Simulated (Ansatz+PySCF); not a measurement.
The numbers below are computed, except where a source is named.
This PySCF input gave a total energy of -138.80791 hartree.

```python
from pyscf import gto, scf

mol = gto.M(atom="""
C 0.000000 0.000000 -0.618730
F 0.000000 0.000000 2.108120
H 0.000000 -1.036030 -0.996610
H -0.897230 0.518020 -0.996610
H 0.897230 0.518020 -0.996610
""", basis='cc-pvdz', charge=0, spin=0)
mf = scf.RHF(mol)
mf.init_guess = '1e'
mf.kernel()
while True:  # follow internal instabilities
    mo, _, stable, _ = mf.stability(return_status=True)
    if stable: break
    mf.kernel(mf.make_rdm1(mo, mf.mo_occ))
print(mf.converged, mf.e_tot, mf.spin_square()[0])
```

Task: Write an input for Ansatz with the same method and basis set.

Result:

```yaml
crystal:
  periodic: [false, false, false]
  atoms:
    - { symbol: C, position_ang: [0.0, 0.0, -0.61873] }
    - { symbol: F, position_ang: [0.0, 0.0, 2.10812] }
    - { symbol: H, position_ang: [0.0, -1.03603, -0.99661] }
    - { symbol: H, position_ang: [-0.89723, 0.51802, -0.99661] }
    - { symbol: H, position_ang: [0.89723, 0.51802, -0.99661] }
basis:
  gaussian: { orbitals: cc-pVDZ }
hamiltonian:
  xc: hf
```

Ansatz (development build ahead of 0.2.0) gave -138.80791 hartree, 0.00 meV from the first. Caution: an unrestricted determinant lies well below.
